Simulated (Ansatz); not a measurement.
Species: CF$_{4}$, SMILES `FC(F)(F)F` (charge 0, multiplicity 1).

**Question.** Give a relaxed geometry from CAM-B3LYP-D3(BJ)/def2-TZVP run with Ansatz (a quantum-chemistry and plane-wave program).

**Answer.** the end point of this relaxation (outside a Z-matrix the atoms follow the SMILES, hydrogens last).
Cartesian coordinates (Å) in one orientation:
```xyz
5

F     -0.775    -0.545    -0.918
C      0.000     0.000     0.000
F     -0.278     1.286     0.103
F     -0.212    -0.590     1.161
F      1.264    -0.151    -0.346
```
